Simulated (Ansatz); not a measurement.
For bcc V, BLYP (PAW; Ansatz, an electronic-structure program) gives:

| Item | Result |
|---|---|
| lattice parameter a | 3.025 Å |
| bulk modulus | 169 GPa |

Q: What does r²SCAN+rVV10 (Ansatz, PAW) give for the same quantities?

A: 
- lattice constant a: 2.975 Å (shrinks by 1.7 %)
- bulk modulus: 197 GPa (rises by 17 %)

For comparison: lattice constant a 3.021 Å (measured, static lattice: zero-point anharmonic expansion removed; as tabulated in Mejia-Rodriguez and Trickey (2018), arXiv:1807.09216); bulk modulus 161 GPa (measured, corrected for temperature and zero-point phonon effects, sources range from 159 to 166; as tabulated in Levämäki et al. (2014), arXiv:1402.3671).

Changes are worked out from the printed values.

Unless a cell is named, each level is at its own relaxed cell (BLYP 13.84, r²SCAN+rVV10 13.17 Å³/atom).

The crystal itself was run without spin with BLYP, r²SCAN+rVV10.

Ansatz's density-functional and Hartree–Fock values are scalar-relativistic unless marked +SOC, with PAW data made under PBE.
